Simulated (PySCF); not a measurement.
C2H4O2, SMILES CC(=O)O.

The structure is a stationary point at PBE0-D3(BJ)/def2-SVP. Other conformers were not sampled.

Computed with TDDFT-PBE/def2-SVPD (PySCF 2.14.0).

Vertical excitations. Isolated molecule, no solvent. State labels are in the subgroup Cs.

Computed lowest excited states:
```
state  symmetry  energy (eV)  λ (nm)      f                          main pairs
-----  --------  -----------  ------  -----  ----------------------------------
S1           A"         5.65     220  0.000                     HOMO→LUMO 100 %
S2           A'         6.36     195  0.051                    HOMO→LUMO+1 98 %
S3           A'         7.20     172  0.001                    HOMO→LUMO+2 94 %
S4           A"         7.73     160  0.002                 HOMO−1→LUMO+1 100 %
S5           A'         8.19     151  0.147                    HOMO−1→LUMO 77 %
S6           A'         8.32     149  0.007                   HOMO→LUMO+3 100 %
S7           A"         8.36     148  0.001                   HOMO→LUMO+4 100 %
S8           A'         8.53     145  0.007                    HOMO→LUMO+5 99 %
S9           A"         8.56     145  0.000                  HOMO−1→LUMO+2 99 %
S10          A"         8.77     141  0.000                    HOMO−2→LUMO 96 %
T1           A"         5.12     242      0                     HOMO→LUMO 100 %
T2           A'         6.12     203      0  HOMO−1→LUMO 82 %, HOMO→LUMO+1 15 %
T3           A'         6.20     200      0  HOMO→LUMO+1 84 %, HOMO−1→LUMO 15 %
T4           A'         7.05     176      0                    HOMO→LUMO+2 99 %
```
Triplets are in the Tamm–Dancoff approximation, which puts them higher than full response would, so one can lie above its singlet here.
